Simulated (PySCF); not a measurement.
# C4H7N (Isopropyl Isocyanide): the cost of one run

Programs: PySCF 2.14.0, with density-fitted response routines of our own. Each step states its level of theory. These are calculated values for one molecule in the gas phase, unless marked as measured. Atoms are numbered from 0 throughout.

### 1 The molecule as given

12 atoms, charge 0, multiplicity 1; geometry from: MMFF94s.

Bonds of the start (Å): C0–N1 1.17, N1–C2 1.44, C2–C3 1.52, C2–C4 1.52, C2–H5 1.10, C3–H6 1.09, C3–H7 1.10, C3–H8 1.10, C4–H9 1.09, C4–H10 1.10, C4–H11 1.10.

### 2 Optimising the geometry at PBE0-D3(BJ)/def2-SVP

What the job is given:

```
{"job": {"xc": "PBE0", "basis": "def2-SVP", "d3": "d3bj", "grid": 1, "kind": "geom"}, "charge": 0, "multiplicity": 1}
C     -0.557859     2.684521    -0.178375
N     -0.341821     1.563221     0.085635
C     -0.078712     0.191594     0.421525
C      1.331466    -0.184460    -0.015603
C     -1.118224    -0.708100    -0.235029
H     -0.154551     0.089978     1.510698
H      1.561611    -1.220959     0.251049
H      2.070363     0.463909     0.467390
H      1.453815    -0.072497    -1.098505
H     -0.949711    -1.757773     0.026104
H     -1.089416    -0.616135    -1.326310
H     -2.126960    -0.433300     0.091421
```

On the command line:

```sh
$ OMP_NUM_THREADS=1 python probes_run.py task.json out
```

The driver reads the jobs from task.json and runs them one after another.

Q: Estimate the wall time and peak memory of this first job on 1 thread of Arm Neoverse V1, shared host.

About 27 s, with a peak of 0.47 GiB.
